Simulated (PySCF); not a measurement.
# A diatomic session: SN−

What are the lowest state that PBE0 finds, the bond length, vibrational wavenumber and bond energy of SN−, and how much do these hang on the method?

Method: S aug-cc-pV(D+d)Z, N aug-cc-pVDZ, no relativity; program: PySCF 2.14.0.

## 1. Set-up

Settings of the job:

```yaml
atoms: S, N
charge: -1
basis: S aug-cc-pV(D+d)Z, N aug-cc-pVDZ
Hamiltonian: no relativity
basis_functions: 55
electrons_treated: 24
masses_in_u: 31.9721, 14.0031
levels: PBE0, PBE, r²SCAN, BLYP, BHandHLYP, M06-2X, HSE06, HF, MP2, SCS-MP2, CCSD, CCSD(T)
grid: 80 radial by 434 angular points
occupations: held fixed by the projection of orbital angular momentum
dissociation_limit: S− + N, each in its ground configuration
starting_distance_in_angstrom: 1.740
values_of_2S_to_try: 0, 2, 4
```

Command:

```sh
> OMP_NUM_THREADS=1 python dia.py task.json out
```

After this run come: First curve: PBE0; Higher solutions at PBE0; PBE (GGA); r²SCAN; BLYP; BHandHLYP; M06-2X; HSE06 (range-separated hybrid); ROHF (mean field); Adding correlation.

What does the calculation give? Wanted: for each run, Re; ωe; De; μ.

**Answer**, as computed:

Lowest PBE0 solution found, without spin–orbit coupling: ³Σ⁻ (triplet), unpaired electrons π ↑↑. State 2 has its PBE0 minimum 0.33 eV higher, as a spin-mixed determinant (⟨S²⟩ = 1.01), so this is no gap between pure states. State 3 has its PBE0 minimum 1.23 eV higher. The other levels ran on the lowest alone.

| level | Re (Å) | ωe (cm⁻¹) | De (eV) | μ (D) |
| --- | --- | --- | --- | --- |
| ROHF | 1.640 | 823 | 1.12 | -0.10 |
| ROHF-MP2 | 1.553 | 1020 | 3.48 | n/a |
| ROHF-SCS-MP2 | 1.563 | 973 | 3.32 | n/a |
| ROHF-CCSD | 1.620 | 898 | 3.18 | n/a |
| ROHF-CCSD(T) | 1.623 | 888 | 3.41 | n/a |
| PBE | 1.608 | 915 | 4.62 | -1.22 |
| BLYP | 1.622 | 872 | 4.39 | -1.27 |
| r²SCAN | 1.602 | 930 | 4.11 | -1.14 |
| PBE0 | 1.594 | 956 | 4.09 | -1.18 |
| HSE06 | 1.594 | 951 | 4.07 | -1.17 |
| BHandHLYP | 1.593 | 952 | 3.48 | -1.14 |
| M06-2X | 1.597 | 953 | 3.94 | -1.29 |

De is counted to S− + N in their ground configurations. A positive dipole points from S to N; in an ion it is taken about the centre of mass and does not tell which atom is negative.

In words: Bond lengths run from 1.553 Å (ROHF-MP2) to 1.640 Å (ROHF). Of the levels with a De here, ROHF gives the least (1.12 eV) and PBE the most (4.62 eV).

Correlated steps freeze 6 core orbitals. T1 is 0.056 near the minimum (highest on the curve 0.070), which may point to more than one leading configuration. With some functionals the highest level of the anion is positive, from self-interaction error or because the anion is truly unbound there; the finite basis then holds the extra electron, and no neutral molecule was run to test the binding.
